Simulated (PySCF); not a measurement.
Vibration and rotation of CN

ROHF-CCSD(T) constants of CN, ²Σ⁺ (doublet), unpaired electrons σ ↑ (C def2-SVPD, N def2-SVPD; no relativity (PySCF 2.14); masses 12.0000 and 14.0031 u):

- ωe: 2078.9 cm⁻¹
- ωexe: 13.1 cm⁻¹
- Be: 1.8523 cm⁻¹
- αe: 0.0167 cm⁻¹
- D (centrifugal): 5.88e-06 cm⁻¹
- De to C + N: 7.27 eV

(1) Give the vibrational terms G(v) and spacings up to v = 6.

(2) How well does the Morse estimate ωe²/(4ωexe) reproduce De, and what is D0?

Correlated steps freeze 2 core orbitals. Correlated levels converge slowly with the basis: in double zeta they bind strong bonds too weakly, by up to about 1 eV, and carry superposition errors of some tenths. The CCSD T1 diagnostic is raised, a sign that a single reference may not be enough here. The state is the lowest determinant that a PBE0 search found; another state may lie lower at other levels.

Answers

(1) G(v) = ωe(v+½) − ωexe(v+½)².

```json
{"v": "0", "G(v) (cm⁻¹)": "1036", "G(v) − G(v−1)": "", "Bv (cm⁻¹)": "1.844"}
{"v": "1", "G(v) (cm⁻¹)": "3089", "G(v) − G(v−1)": "2053", "Bv (cm⁻¹)": "1.827"}
{"v": "2", "G(v) (cm⁻¹)": "5115", "G(v) − G(v−1)": "2026", "Bv (cm⁻¹)": "1.811"}
{"v": "3", "G(v) (cm⁻¹)": "7116", "G(v) − G(v−1)": "2000", "Bv (cm⁻¹)": "1.794"}
{"v": "4", "G(v) (cm⁻¹)": "9090", "G(v) − G(v−1)": "1974", "Bv (cm⁻¹)": "1.777"}
{"v": "5", "G(v) (cm⁻¹)": "11038", "G(v) − G(v−1)": "1948", "Bv (cm⁻¹)": "1.760"}
{"v": "6", "G(v) (cm⁻¹)": "12959", "G(v) − G(v−1)": "1922", "Bv (cm⁻¹)": "1.744"}
```

(2) It gives 10.23 eV, 141 % of the computed De. D0 = De − G(0) = 7.27 − 0.13 = 7.14 eV.
